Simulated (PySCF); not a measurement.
NP.
SMILES: `N#P`

The calculation used PBE/6-31+G* geometry optimisation, gas phase (PySCF).

Masses are those of the commonest isotopes; rigid-rotor values at the optimised geometry. 

Q: What are the moment of inertia and the rotational constant?

A: I = 22.024 u·Å², B = 505379 MHz·u·Å²/I = 22947 MHz (0.7654 cm⁻¹, or 1.101 K as hB/k). For two atoms I = μr² with μ = 9.6434 u and r = 1.5112 Å.

Q: List the first levels of a rigid rotor in a Σ state.

A: E(J) = BJ(J+1): J = 1: 1.531, J = 2: 4.593, J = 3: 9.185, J = 4: 15.308, J = 5: 22.963, J = 6: 32.148 cm⁻¹.

Q: Where do the first rotational lines fall?

A: The dipole is 2.60 D; J+1 ← J lies at 2B(J+1): 1 ← 0 at 45.89 GHz, 2 ← 1 at 91.79 GHz, 3 ← 2 at 137.68 GHz, 4 ← 3 at 183.57 GHz, 5 ← 4 at 229.47 GHz, 6 ← 5 at 275.36 GHz.

Q: Estimate the classical rotational partition function at 10 K, 100 K and 200 K.

A: Point group C∞v, symmetry number σ = 1; q = kT/(σhB), k/h = 20836.6 MHz/K: 9.1 at 10 K, 90.8 at 100 K, 182 at 200 K.

Not checked by PBE/6-31+G* frequencies. No vibrational averaging or centrifugal distortion is included, and the geometry carries the error of its method.
